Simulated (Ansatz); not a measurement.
This script drives Ansatz 0.2.0, Python API.

The script reads `ch2os.xyz`:
```text
5

O    -0.89920   -0.30650    0.12010
C     0.36120    0.01750    0.05600
S     1.30820   -0.62740    1.20720
H    -1.35450    0.17750   -0.62080
H     0.63420    0.66530   -0.80400
```

Script `ch2os_relaxed_scan.py`:
```python
import ansatz as az
import numpy as np

BASIS_SET = "def2-SVP"
XC = "B3LYP"
VDW = "d4"


def main() -> None:
    molecule = az.Crystal.molecule_from_extxyz("ch2os.xyz")

    calc = molecule.calculation()
    calc = calc.basis(gaussian=BASIS_SET)
    calc = calc.functional(XC, dispersion=VDW)
    symbols = [site.symbol for site in molecule.cartesian_sites]
    pairs = [(0, 1), (0, 3), (1, 2), (1, 4)]
    print("held (A)   E (eV)        ", "  ".join(f"{symbols[i]}{i}-{symbols[j]}{j}" for i, j in pairs))
    for length in [1.02, 1.11, 1.2, 1.33, 1.5]:
        r = calc.relax(constraints=[az.DistanceConstraint((1, 4), at=length)], force_tolerance=0.02, max_steps=60).run().report
        xyz = np.array(r["positions_ang"])
        print(f"{length:6.2f} {r['free_energy_ev']:14.5f}  ", "  ".join(f"{np.linalg.norm(xyz[i] - xyz[j]):.3f}" for i, j in pairs))


if __name__ == "__main__":
    main()
```

It is started by `python ch2os_relaxed_scan.py`. Estimate its wall time and peak memory on 1 thread of AMD EPYC 9B14 (Zen 4), on a shared host.

It took about 32 s, with a peak of 0.21 GiB, for 5 runs of the engine.

`python ch2os_relaxed_scan.py` gives:
```text
held (A)   E (eV)         O0-C1  O0-H3  C1-S2  C1-H4
DeckWarning: relax.constraints: the input's atoms, or those drawn, lie off the distances that are held; a relaxation that starts there is brought onto them ahead of its first SCF, by positions alone, an atom by 4.54e-2 Å at the most. With the symmetry [...]
  1.02   -13945.98173   1.340  0.970  1.621  1.020
  1.11   -13946.12121   1.337  0.970  1.618  1.110
  1.20   -13946.00510   1.334  0.970  1.615  1.200
  1.33   -13945.60415   1.329  0.970  1.610  1.330
  1.50   -13944.94270   1.322  0.970  1.602  1.500
```
(Warnings from the package without file and line, shortened, repeats left out.)

Notes:
- Total energies depend on the basis set; only differences at equal settings carry meaning.
- The energies are electronic: no zero-point or thermal terms, and the basis set is short of its limit.
- b3lyp holds the VWN-RPA fit, as in Gaussian; the form of ORCA and Turbomole is b3lyp5.
